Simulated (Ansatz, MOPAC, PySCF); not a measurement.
Donors bound to Ga(F)3. All species are isolated molecules in the gas phase. One relaxed conformer stands for each flexible species; it need not be the lowest. Strings in code marks are SMILES.

Quantity: vertical ionisation energy (energy after one electron is removed minus that of the parent at the parent's geometry), in eV.

Level 1: frozen-core CCSD(T)/cc-pVTZ // PBE-D3(BJ)/def2-SVP (Ansatz, a quantum-chemistry and plane-wave program)
Level 2: minus the HOMO energy of B3LYP/6-31G* // PBE-D3(BJ)/def2-SVP (PySCF)
Level 3: minus the HOMO energy of PBE-D3(BJ)/def2-TZVP // PBE-D3(BJ)/def2-SVP (PySCF)
Level 4: minus the HOMO energy of PM7 // PBE-D3(BJ)/def2-SVP (MOPAC)

```csv
species,level 1,level 2,level 3,level 4
`COC`,10.09,6.89,5.86,9.86
`O`,12.44,7.90,6.96,11.99
`[F][Ga]([F])[F]`,15.06,10.91,9.63,14.44
`CO`,10.94,7.22,6.19,10.67
`N`,10.93,7.00,6.15,10.67
`CN(C)C`,8.36,5.62,4.78,8.46
`CC#N`,12.35,8.81,8.01,12.73
```
